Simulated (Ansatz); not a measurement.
Reaction (SMILES): ClO (OH-Cl) + H+ → [OH2+]Cl
B3LYP-D3(BJ)/def2-TZVP geometries, fixed; electronic energies without zero-point terms; positive where energy is released.
Largest species:
```xyz
4

O     -0.0211     1.0722    -0.0746
H     -0.9457     1.3908     0.0477
Cl     0.0314    -0.6722    -0.0032
H      0.5812     1.4595     0.6026
```
Charge +1, spin multiplicity 1.

Core correlation in the proton affinity at CCSD(T) with Ansatz (a program for electronic structure), in kcal/mol: frozen core against 1s of Al to Cl frozen alone. Core-valence sets carry the plain set on hydrogen. The proton sits at the site shown, which need not be the one that binds it best. Costs are rough ratios of core time on shared machines of one kind.

| basis | functions, most | frozen core | 1s of Al to Cl frozen alone | core term (second minus first) | cost over frozen core |
|---|---|---|---|---|---|
| cc-pV(D+d)Z | 47 | 166.31 | 166.39 | 0.08 | - |
| cc-pCVDZ | 55 | 166.34 | 166.41 | 0.06 | - |
| cc-pV(T+d)Z | 97 | 162.46 | 163.10 | 0.64 | 2× |
| cc-pCVTZ | 130 | 162.39 | 162.46 | 0.07 | 2× |
| cc-pwCVTZ | 130 | 162.31 | 162.35 | 0.04 | 2× |
| cc-pV(Q+d)Z | 179 | 160.38 | 160.74 | 0.36 | 2× |
| cc-pwCVQZ | 253 | 160.31 | 160.34 | 0.03 | 2× |
| cc-pCVQZ | 253 | 160.33 | 160.37 | 0.04 | 2× |

The largest core-valence set, cc-pCVQZ, gives a core term of 0.04 kcal/mol; the valence set cc-pV(Q+d)Z, which lacks functions for the core, gives 0.36.
